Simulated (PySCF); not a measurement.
Ionisation energy of Mg by level of theory

Mg [Ne] 3s2 (1S) → Mg⁺ [Ne] 3s1 (2S), as a difference of total energies. Computed with PySCF 2.14 in aug-cc-pVTZ with one added diffuse shell each of s, p, d, f type (7s6p4d3f, 66 functions), with no relativity, point nucleus. Correlated levels: valence: [Ne] frozen. The calculations carry no spin-orbit coupling.

| method | ionisation energy (eV) |
| --- | --- |
| UHF | 6.607 |
| MP2 (valence) | 7.253 |
| SCS-MP2 (valence) | 7.382 |
| CCSD (valence) | 7.526 |

How much does correlation contribute at MP2 (valence)?

7.253 − (6.607) = 0.646 eV, measured against UHF.

Errors of the correlated levels include the incompleteness of this basis and the frozen core.

With two correlated electrons CCSD is exact in that space.

For comparison: 7.646 eV (measured; NIST Atomic Spectra Database, ionization energies).
